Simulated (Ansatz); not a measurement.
# Worked example: correlation energy of BSiHO, quintet

Geometry: that of the BSiHO, triplet, kept fixed. The triplet lies 4.8 eV lower here.

```xyz
4

O     0.0000   -0.6768    0.7851
B     0.0000    0.5672    1.0991
Si    0.0000    0.1181   -0.9410
H     0.0000    1.3691    1.9713
```

Basis cc-pVDZ; Ansatz 0.2.0. Correlated methods freeze the noble-gas cores, which leaves 14 electrons in 44 orbitals. R marks a restricted (for open shells ROHF) determinant, U an unrestricted one.

Full CI isn't at hand for all of this; UCCSDT(Q) serves as the reference, and is uncertain by the last step of the cluster series or more.

UCCSD has a T1 diagnostic of 0.023 and a largest doubles amplitude of 0.04.

Runs differ by some tens of microhartree through their thresholds and, for an open shell, their frozen cores, so steps under 0.03 kcal/mol mean nothing.

Here the R and U totals at CCSDT(Q) differ by 0.11 kcal/mol, a measure of how far such totals hang on the determinant and its frozen core.

| level | total energy (hartree) |
| --- | --- |
| UHF | -388.882149 |
| UMP2 | -389.172141 |
| UCCSD | -389.194104 |
| UCCSD(T) | -389.204686 |
| UCCSDT | -389.205795 |
| UCCSDT(Q) | -389.206853 |

Problem. What is the correlation energy at UCCSDT(Q), and what share of it do UMP2 and UCCSD(T) recover?

Solution. E(corr) = -389.206853 − (-388.882149) = -0.324704 hartree = -8.836 eV. UMP2: -0.289992 / -0.324704 = 89.31 %. UCCSD(T): -0.322537 / -0.324704 = 99.33 %.

Problem. By how many kcal/mol does UCCSD(T) miss UCCSDT(Q) (1 hartree = 627.509 kcal/mol), and which steps make up the rest?

Solution. -389.204686 − (-389.206853) = 0.002167 hartree = 1.36 kcal/mol. Steps: UCCSDT − UCCSD(T) = -0.70, UCCSDT(Q) − UCCSDT = -0.66 kcal/mol. Differences between like states or geometries often cancel part of this.
